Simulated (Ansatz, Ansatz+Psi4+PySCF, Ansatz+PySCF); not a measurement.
```xyz
7

C    -0.5673   -0.0203   -0.2410
C     0.7409    0.0024    0.0700
H    -1.5000    0.0252    1.5460
H    -1.1163    0.8982   -0.4220
H    -1.1093   -0.8952   -0.4240
H     1.2935   -0.9345    0.1469
H     1.2845    0.9235    0.2006
```

Basis set: cc-pVTZ (spherical functions). Frozen core: 2 orbitals. Correlation on ROHF uses semicanonical orbitals with singles. Charge 0, multiplicity 2.

Computed with Ansatz (development build ahead of 0.2.0); each method stands on the lowest determinant of its kind that the runs found.

(1) Give the atomization energy at this shape (free ground-state atoms in the same class of orbitals less the molecule, no zero-point energy) of doublet C2H5 by ROHF-MP2, UHF-MP2.

## Answers

(1)

| method | atomization energy |
| --- | --- |
| ROHF-MP2 | 549.29 kcal/mol |
| UHF-MP2 | 543.83 kcal/mol |

Caution: bonds are stretched, where a single reference can fail. Caution for UHF-MP2: the unrestricted determinant is spin contaminated.
